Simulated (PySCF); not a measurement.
Species: C4H4S (charge -1 and doublet state).
Z-matrix (Å and degrees, GFN2-xTB geometry), rows numbered from 1:
```
C 
C   1  1.3408
C   2  1.4306  1  125.79
C   3  1.3413  2  126.11  1   179.97
S   4  1.6413  3  138.83  2     0.10
H   1  1.0807  2  121.66  3    -0.04
H   1  1.0808  2  122.31  3   179.99
H   2  1.0860  1  119.03  3  -179.97
H   3  1.0926  2  116.03  1     0.01
```

The hyperfine couplings belong to this conformer and change with its torsions.

As a line formula: `[C](/[S-])=C/C=C` [radical] (charge -1).

Method: UKS B3LYP, pcH-1 on C H S, non-relativistic, mean-field spin-orbit, GIAO in PySCF 2.14.0. Whether the extra electron is bound in the gas phase wasn't checked; a finite basis holds it in any case. The geometry wasn't refined by DFT: couplings that depend on bond lengths, twists or pyramidal angles can differ widely from those at the functional's own minimum, by a factor of two or more for some ions and for spin on atoms past the first row. No stability test was run, so a lower SCF solution isn't excluded.

What is the g tensor, term by term?

```
                    Δg (ppt)      1      2      3
relativistic mass correction  -0.19  -0.19  -0.19
            gauge correction   0.02   0.02  -0.04
   orbital Zeeman/spin–orbit  -2.41   0.85   6.36
                       total  -2.57   0.68   6.14
```

So g = 1.99974, 2.00300, 2.00846 and g_iso = 2.00373; the tensor is rhombic: the two nearest values differ by 37 % of g3 − g1. Axes: g1 points within 14° of the C3–C4 bond and g3 is normal to the molecular plane.

At 9.379 GHz, how far is the centre of the isotropic spectrum from where a free electron (g = 2.002319) resonates?

B = hν/(g μB) with μB/h = 13.99624 MHz/mT gives 334.67 mT for the free electron and 334.43 mT at g_iso, 0.24 mT lower.

What are the electron Larmor frequencies g μB B/h along the three axes at 340 mT?

9.5162, 9.5317, 9.5577 GHz for g1, g2 and g3, a range of 41.5 MHz.

In a frozen sample, at which fields do the three g values resonate at 9.5, 34, 94 and 263 GHz (hyperfine left aside), and which band first spreads them over more than twice a line width of 1.0 mT?

| band | GHz | B(g3) mT | B(g2) mT | B(g1) mT | spread mT |
| --- | --- | --- | --- | --- | --- |
| X | 9.5 | 337.95 | 338.87 | 339.42 | 1.47 |
| Q | 34.0 | 1209.50 | 1212.79 | 1214.77 | 5.27 |
| W | 94.0 | 3343.91 | 3353.01 | 3358.47 | 14.57 |
| J | 263.0 | 9355.83 | 9381.29 | 9396.58 | 40.75 |

The spread grows in proportion to the frequency. Q band is the first where it exceeds 2.0 mT.

The largest Mulliken spin populations are on C4 (+0.67) and S5 (+0.34).

The HOMO–LUMO gaps are 3.54 eV among the α and 3.82 eV among the β orbitals.

Time: 61 s wall, 52 s CPU (grids of density and orbitals included); peak memory 0.59 GiB. Hardware: an Intel Xeon at 2.50 GHz with one thread, shared host with 64 logical CPUs at a one-minute load of 57.
